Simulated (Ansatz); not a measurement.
`OC1CCC1` → `C1CCOC1`  (isomerisation)

Calculated with Ansatz (gas phase, PBE0-D4/def2-TZVP geometries, no zero-point term in ΔE). CCSD(T)/CBS adds triple-zeta CCSD(T) − MP2 to the extrapolated MP2 energy (def2 sets, frozen cores). Functionals use def2-TZVPP. Each species was taken in one conformer, which may not be the lowest.

`OC1CCC1`:

Cartesian coordinates in Å:
```
O 1.387 1.510 0.240
C 0.608 0.491 -0.326
C 0.641 -0.835 0.432
C -0.851 -1.008 0.085
C -0.922 0.514 -0.149
H 1.342 2.286 -0.324
H 0.869 0.337 -1.382
H 0.776 -0.637 1.498
H 1.353 -1.597 0.114
H -0.989 -1.567 -0.843
H -1.502 -1.433 0.848
H -1.538 0.894 -0.966
H -1.174 1.043 0.773
```

`C1CCOC1`:

Z-matrix (Å, degrees):
```
C
C 1 1.521
C 1 1.523 2 101.4
H 1 1.091 2 112.8 3 121.9
H 1 1.094 2 110.5 3 -116.9
O 2 1.420 1 106.4 3 31.0
H 2 1.098 1 111.0 3 -87.9
H 2 1.093 1 113.1 3 150.4
C 3 1.520 1 101.3 2 -37.1
H 3 1.091 1 113.6 2 -158.5
H 3 1.094 1 110.3 2 79.8
H 9 1.093 3 113.2 1 151.1
H 9 1.099 3 110.9 1 -87.1
```

| level | ΔE (kJ/mol) |
| --- | --- |
| BLYP-D4 | -45.3 |
| r2SCAN0 | -44.6 |

(1) What does CCSD(T)/CBS give? (Estimate.)

(2) What do rigid-rotor, harmonic-oscillator terms from PBE0-D4/def2-TZVP frequencies (298.15 K, 1 bar) make of the CCSD(T)/CBS value? (An estimate is asked.)

Largest T1 diagnostic among the species: 0.010.

## Answers

(1) The calculation gave: -40.3 kJ/mol. The listed levels differ from it by -5.0, -4.3 kJ/mol.

(2) Computed: ΔZPE = +3.9 kJ/mol, ΔH = -37.2 kJ/mol, ΔS = -5 J/(mol·K), ΔG = -35.7 kJ/mol.

At CCSD(T), def2-SVP lies −5.0 kJ/mol from the extrapolated value and def2-TZVPP −1.5 kJ/mol. From BLYP to BHLYP (50 % exact exchange), in def2-TZVPP and without D4, ΔE moves by −5.3 kJ/mol.
